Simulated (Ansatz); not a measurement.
# doublet C2H5Al− at 3 levels

Aim: a comparison of 3 runs (U-r2SCAN/def2-SVPD, U-revPBE/def2-SVPD, UBLYP/def2-SVPD) of doublet C2H5Al−. 

The calculation is run with Ansatz 0.2.0.

33 further runs of the same task are left out: 33 set aside as unsound or not needed.

## 1. Starting point

The species is C2H5Al− (8 atoms), meant as a doublet with charge -1. SMILES of the parent species: `C=[CH][AlH2]`. Geometry: relaxed at PBE0-D4/def2-TZVP. That shape belongs to the parent species and isn't relaxed for this state.

Bond lengths: C1–C2 1.337 Å, C2–Al3 1.938 Å, C1–H4 1.089 Å, C1–H5 1.089 Å, C2–H6 1.090 Å, Al3–H7 1.588 Å, Al3–H8 1.588 Å. Angles: C1–C2–Al3 119.6°, C1–C2–H6 116.7°, Al3–C2–H6 123.7°, C2–C1–H4 121.7°, C2–C1–H5 123.0°, C2–Al3–H7 122.1°, C2–Al3–H8 116.8°, H4–C1–H5 115.3°, H7–Al3–H8 121.2°.

## 2. A single-point energy at U-r2SCAN/def2-SVPD (run 1)

input.yaml reads:

```yaml
crystal:
  periodic: [false, false, false]
  atoms:
    - {symbol: C, position_ang: [-1.029900, 0.829200, -0.357000]}
    - {symbol: C, position_ang: [0.199000, 0.651000, 0.138100]}
    - {symbol: Al, position_ang: [0.930800, -1.139300, 0.262000]}
    - {symbol: H, position_ang: [-1.636900, -0.008600, -0.695500]}
    - {symbol: H, position_ang: [-1.495000, 1.809300, -0.451900]}
    - {symbol: H, position_ang: [0.735600, 1.546100, 0.452700]}
    - {symbol: H, position_ang: [2.384000, -1.417900, 0.837700]}
    - {symbol: H, position_ang: [0.004400, -2.327000, -0.241900]}
basis:
  gaussian:
    orbitals: def2-SVPD
total_charge: -1
magnetization:
  spin_polarized: true
  initial_magnetization: 1
hamiltonian:
  xc: r2scan
accuracy: high
output:
  orbitals: {seedname: orbitals}
```

On the command line:

```sh
$ ansatz run input.yaml --threads 1 --pin off --max-ram 3480MiB --events-out events.jsonl --progress --plain --runs-dir runs
```

Output:

```text
Warning: RAYON_NUM_THREADS=1 ignored (pool sized by the plan → 1); use --threads N
Functional definition: r2SCAN
  name "r2SCAN"
  parameter k0 = 0.174
  parameter k1 = 0.065
  parameter a1 = 4.9479
  exchange = r2scan_x(k0 = k0, k1 = k1, a1 = a1)
  correlation = r2scan_c
2109 factors; integrals over basis functions are off by at most 3.5e-9 eV
mean field evaluation 1: about -8742.7175 eV, gradient 2.2e1 eV
mean field evaluation 2: about -8737.5783 eV, gradient 3.6e1 eV
mean field evaluation 4: about -8745.5620 eV, gradient 2.2e0 eV
mean field evaluation 8: about -8745.6076 eV, gradient 1.3e-1 eV
mean field evaluation 16: about -8745.6080 eV, gradient 2.1e-4 eV
mean field -8745.60800992 eV, -321.3951663787 hartree, gradient 2.5e-8 eV, S^2 0.769644; 0 other end points of the search recorded, 0 dependent functions left out
reference -8745.60801568 eV, -321.3951665904 hartree; 16, 15 occupied and 88, 89 virtual orbitals, 2109 factors
Total energy: -8745.60801568 eV, -321.3951665904 hartree
```

Run time: 26 s. Hardware: 1 thread of Arm Neoverse V2, shared host; peak memory 0.47 GiB.

## 3. The energy at U-revPBE/def2-SVPD (run 2)

input.yaml: that of step 2 with these lines changed.

```diff
@@ -19,3 +19,3 @@
 hamiltonian:
-  xc: r2scan
+  xc: {name: revPBE}
 accuracy: high
```

On the command line:

```sh
$ ansatz run input.yaml --threads 1 --pin off --max-ram 3480MiB --events-out events.jsonl --progress --plain --runs-dir runs
```

Output:

```text
Warning: RAYON_NUM_THREADS=1 ignored (pool sized by the plan → 1); use --threads N
Functional definition: revPBE
  name "revPBE"
  parameter kappa = 1.245
  parameter beta = 0.06672455060314922
  exchange = pbe_x(kappa = kappa, mu = beta*pi^2/3)
  correlation = pbe_c(beta = beta)
2109 factors; integrals over basis functions are off by at most 3.5e-9 eV
mean field evaluation 1: about -8742.0819 eV, gradient 2.4e1 eV
mean field evaluation 2: about -8731.7639 eV, gradient 4.7e1 eV
mean field evaluation 4: about -8745.5528 eV, gradient 3.7e0 eV
mean field evaluation 8: about -8745.6708 eV, gradient 1.5e-1 eV
mean field evaluation 16: about -8745.6710 eV, gradient 4.7e-5 eV
mean field evaluation 32: about -8744.4374 eV, gradient 3.6e-1 eV
mean field -8745.67102010 eV, -321.3974819598 hartree, gradient 5.2e-8 eV, S^2 0.757466; 2 other end points of the search recorded, 0 dependent functions left out
reference -8745.67102600 eV, -321.3974821766 hartree; 16, 15 occupied and 88, 89 virtual orbitals, 2109 factors
Total energy: -8745.67102600 eV, -321.3974821766 hartree
```

Wall time 14 s (1 thread of Arm Neoverse V2, shared host); peak memory 0.34 GiB.

## 4. The energy at UBLYP/def2-SVPD (run 3)

run.yaml reads:

```yaml
crystal:
  periodic: [false, false, false]
  atoms:
    - symbol: C
      position_ang: [-1.029900, 0.829200, -0.357000]
    - symbol: C
      position_ang: [0.199000, 0.651000, 0.138100]
    - symbol: Al
      position_ang: [0.930800, -1.139300, 0.262000]
    - symbol: H
      position_ang: [-1.636900, -0.008600, -0.695500]
    - symbol: H
      position_ang: [-1.495000, 1.809300, -0.451900]
    - symbol: H
      position_ang: [0.735600, 1.546100, 0.452700]
    - symbol: H
      position_ang: [2.384000, -1.417900, 0.837700]
    - symbol: H
      position_ang: [0.004400, -2.327000, -0.241900]
basis:
  gaussian: {orbitals: def2-SVPD}
total_charge: -1
magnetization: {spin_polarized: true, initial_magnetization: 1}
hamiltonian: {xc: {name: BLYP}}
accuracy: high
output: {orbitals: {seedname: orbitals}}
```

On the command line:

```sh
$ ansatz run run.yaml --threads 1 --pin off --max-ram 3480MiB --events-out events.jsonl --progress --plain --runs-dir runs
```

Output:

```text
Warning: RAYON_NUM_THREADS=1 ignored (pool sized by the plan → 1); use --threads N
Functional definition: BLYP
  name "BLYP"
  parameter beta = 0.0042
  parameter a = 0.04918
  parameter b = 0.132
  parameter c = 0.2533
  parameter d = 0.349
  exchange = b88_x(beta = beta)
  correlation = lyp_c(a = a, b = b, c = c, d = d)
2109 factors; integrals over basis functions are off by at most 3.5e-9 eV
mean field evaluation 1: about -8741.7123 eV, gradient 2.8e1 eV
mean field evaluation 2: about -8723.0135 eV, gradient 5.9e1 eV
mean field evaluation 4: about -8746.1248 eV, gradient 5.4e0 eV
mean field evaluation 8: about -8746.3972 eV, gradient 2.3e-1 eV
mean field evaluation 16: about -8746.3978 eV, gradient 4.2e-5 eV
mean field evaluation 32: about -8746.3377 eV, gradient 2.0e0 eV
mean field -8746.39776719 eV, -321.4241894228 hartree, gradient 3.2e-8 eV, S^2 0.754540; 2 other end points of the search recorded, 0 dependent functions left out
reference -8746.39782368 eV, -321.4241914990 hartree; 16, 15 occupied and 88, 89 virtual orbitals, 2109 factors
Total energy: -8746.39782368 eV, -321.4241914990 hartree
```

Run time: 14 s. Hardware: 1 thread of Arm Neoverse V2, shared host; peak memory 0.35 GiB.

## 5. Overview of the runs

| run | level | energy (Eh) | HOMO energy (eV) | LUMO energy (eV) | ⟨S²⟩ | wall time |
| --- | --- | --- | --- | --- | --- | --- |
| 1 | U-r2SCAN/def2-SVPD | -321.395167 | 2.06 | 3.66 | 0.770 | 26 s |
| 2 | U-revPBE/def2-SVPD | -321.397482 | 2.29 | 3.37 | 0.757 | 14 s |
| 3 | UBLYP/def2-SVPD | -321.424191 | 2.53 | 3.35 | 0.755 | 14 s |

## 6. Summary of results

| quantity | value |
| --- | --- |
| run 3: total energy | -321.42419 Eh |
| run 3: HOMO energy (highest over α and β) | 2.53 eV |
| run 3: LUMO energy (lowest over α and β) | 3.35 eV |
| run 3: ⟨S²⟩ | 0.755 |

**Reading.** Totals of different functionals can't be ranked against each other. In runs 1, 2, 3 the HOMO lies above zero, so the outermost electron may be held by the basis alone. All runs together took 53 s, the longest 26 s.
